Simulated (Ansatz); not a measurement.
A nudged elastic band was laid between two geometries of AlFH$_{3}$Si (6 atoms, charge 0, multiplicity 2).

Method: UKS r2SCAN/def2-SVP (Ansatz 0.2.0).

```yaml
movable_images: 9
climbing_image: yes
spring: 5.0 eV/Å²
optimiser: quadratic models (default)
start_path: through a guess of the saddle point
force_threshold: 0.05 eV/Å
iteration_limit: 60
end_points: relaxed
```

Image 0:

```xyz
6
Properties=species:S:1:pos:R:3
F -1.951 -1.378 0.162
Si -0.369 -1.047 -0.077
Al 0.481 1.153 0.068
H 0.310 -2.348 -0.359
H 2.042 1.277 -0.191
H -0.512 2.343 0.397
```

Image 10:

```xyz
6
Properties=species:S:1:pos:R:3
F -1.128 -1.487 -1.029
Si 0.056 -0.636 -0.281
Al -0.834 1.547 0.474
H 0.558 -1.477 0.855
H 1.184 -0.491 -1.260
H 0.164 2.545 1.241
```

(1) Which bonds break or form, and what moves?

(2) Give the energies along the band, and the barrier.

(3) What is the geometry of the highest image?

Answers

(1) Bonds broken: Al3–H5. Bonds formed: Si2–H5.

(2) It converged. The highest image is number 3 of 0 to 10, 66.7 kJ/mol above the first end and 71.0 kJ/mol above the last; the last end lies 4.3 kJ/mol below the first. The profile has 2 maxima (images 3, 8) with wells between them (image 6): this band takes more than one step, which may be the mechanism or a detour left from its start path. A vibrational analysis at the climbing image gives one clearly imaginary mode, 557i cm⁻¹: a first-order saddle point.

| image | path coordinate (Å) | energy (kJ/mol) | Al3–H5 (Å) | Si2–H5 (Å) |
| --- | --- | --- | --- | --- |
| 0 | 0.00 | 0.0 | 1.59 | 3.35 |
| 1 | 0.67 | 7.3 | 1.59 | 3.07 |
| 2 | 1.35 | 35.7 | 1.60 | 2.61 |
| 3 | 2.02 | 66.7 | 1.68 | 2.12 |
| 4 | 2.78 | 30.8 | 2.05 | 1.62 |
| 5 | 3.54 | 8.1 | 2.87 | 1.51 |
| 6 | 4.30 | -2.5 | 3.26 | 1.50 |
| 7 | 5.06 | -2.4 | 3.34 | 1.50 |
| 8 | 5.82 | 1.6 | 3.38 | 1.50 |
| 9 | 6.58 | -0.5 | 3.36 | 1.50 |
| 10 | 7.34 | -4.3 | 3.35 | 1.50 |

(3) 
```xyz
6
Properties=species:S:1:pos:R:3
F -1.707 -1.563 -0.632
Si -0.386 -0.853 0.018
Al 0.400 1.225 0.651
H 0.659 -1.923 -0.029
H 1.200 0.414 -0.581
H -0.166 2.701 0.573
```

Run time: 3.6 min on 2 threads of AMD EPYC 9R14 (Zen 4), with other jobs on the host, peak memory 0.2 GiB.
